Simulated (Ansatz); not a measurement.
# PH₂ (doublet): relaxing a cheap start

Where does this start of PH₂ (doublet) end when it is relaxed?

Program: Ansatz 0.2.0, Gaussian basis. Level of theory: UKS PBE0/def2-SVP. These are calculated values, not measurements.

**1. The starting structure**

3 atoms, charge 0, spin multiplicity 2.

Atoms are counted from 1 here; the program's logs count them from 0.

Bond lengths: P1–H2 1.383 Å, P1–H3 1.383 Å. Angles: H2–P1–H3 92.2°.

As a file:

```csv
atom,x (Å),y (Å),z (Å)
P1,1.0613,-0.0091,1.0077
H2,0.6647,1.2602,1.3871
H3,1.9298,0.4888,0.0531
```

The start is a generated structure. Sticks and bond lists go by distance. 

**2. Relaxation**

Contents of in.yaml:

```yaml
crystal:
  periodic: [false, false, false]
  atoms:
    - {symbol: P, position_ang: [1.061310, -0.009120, 1.007680]}
    - {symbol: H, position_ang: [0.664680, 1.260240, 1.387120]}
    - {symbol: H, position_ang: [1.929760, 0.488790, 0.053060]}
basis:
  gaussian: {orbitals: def2-SVP}
magnetization: {spin_polarized: true, initial_magnetization: 1}
hamiltonian: {xc: pbe0}
relax: {f_tol: 0.01, max_steps: 150}
```

The run is started by

```console
$ ansatz run in.yaml --threads 1 --pin off --events-out ev --progress --plain --max-ram 24576MiB --backend cuda --devices 0, --max-vram 18GiB
```

What does the calculation give? Wanted: energy gained; shift from the start; total energy; dipole moment; ⟨S²⟩.

**Answer**, as computed:

| quantity | value |
| --- | --- |
| steps | 4 |
| energy gained | 0.055 eV |
| shift from the start (rms) | 0.031 Å |
| total energy | -9313.4305 eV |
| dipole moment | 0.83 D |
| ⟨S²⟩ | 0.755 |

**Reading.** The bonds of the start are those of the end. P1–H2 went from 1.383 to 1.433 Å. No vibrations were run, so this is a stationary point, not a proven minimum, and this spin need not be the ground state's.
